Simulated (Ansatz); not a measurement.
# AlSiH₂+ (triplet): wave-function methods side by side, cc-pVTZ

An exercise on one series of results from a longer session: the logs are not shown, and one member is left open.

Program: Ansatz 0.2.0, Gaussian basis. Level of theory: cc-pVTZ, core rule «outside noble gas», up to 10 orbitals frozen. These are calculated values, not measurements.

To be run: UHF; CCSD(T) on ROHF; CCSD(T) on UHF; BCCD(T) on ROHF; CCSDT(Q) on ROHF; CCSDT(Q) on UHF.

13 further runs of the same task are left out: 8 for a known fault of the program, 5 set aside as unsound or not needed. Runs told in other sessions of the task aren't counted.

**The geometry**

The geometry is a PBE0/def2-TZVP stationary point (not a proven minimum) of the parent state, kept for this charge and spin.

4 atoms, charge 1, spin multiplicity 3.

Atoms are counted from 1 here; the program's logs count them from 0.

Bond lengths: Si1–Al2 2.409 Å, Al2–H3 1.583 Å, Al2–H4 1.583 Å. Angles: Si1–Al2–H3 117.4°, Si1–Al2–H4 117.4°, H3–Al2–H4 125.2°.

The first run:

in.yaml reads:

```yaml
crystal:
  periodic: [false, false, false]
  atoms:
    - {symbol: Si, position_ang: [0.000000, 0.000000, 1.249328]}
    - {symbol: Al, position_ang: [0.000000, 0.000000, -1.159384]}
    - {symbol: H, position_ang: [0.000000, 1.405470, -1.888034]}
    - {symbol: H, position_ang: [0.000000, -1.405470, -1.888034]}
basis:
  gaussian: {orbitals: cc-pVTZ}
total_charge: 1
magnetization: {spin_polarized: true, initial_magnetization: 2}
hamiltonian: {xc: hf}
output: {orbitals: {seedname: orbitals}}
```

Launch:

```sh
> ansatz run in.yaml --threads 1 --pin off --events-out ev --progress --plain --max-ram 2560MiB --backend cpu
```

Among the steps run: UHF; CCSD(T) on ROHF; CCSD(T) on UHF; BCCD(T) on ROHF; CCSDT(Q) on ROHF; CCSDT(Q) on UHF.

One of the session's tables, all rows but one given; the rest of the session is left out.

| method | from UCCSDT(Q) (meV) |
| --- | --- |
| ROHF | +4638.1 |
| UHF | +4516.6 |
| RMP2 | ? |
| UMP2 | +1121.6 |
| RCCSD | +189.0 |
| UCCSD | +182.9 |
| RCCSD(T) | +46.4 |
| UCCSD(T) | +45.7 |
| BCCD(T) | +46.0 |
| RCCSDT | +8.1 |
| UCCSDT | +6.3 |
| RCCSDT(Q) | +1.8 |
| UCCSDT(Q) | 0 |

Estimate the missing values for RMP2.

As computed: from UCCSDT(Q) (meV): +1117.6. In the column «from UCCSDT(Q) (meV)» it lies between RCCSD (+189.0) and UMP2 (+1121.6).

Limits of these values: Restricted and unrestricted rows rest on different reference determinants; a gap between their highest levels can come from leftover correlation error, from unlike frozen cores or from another state.
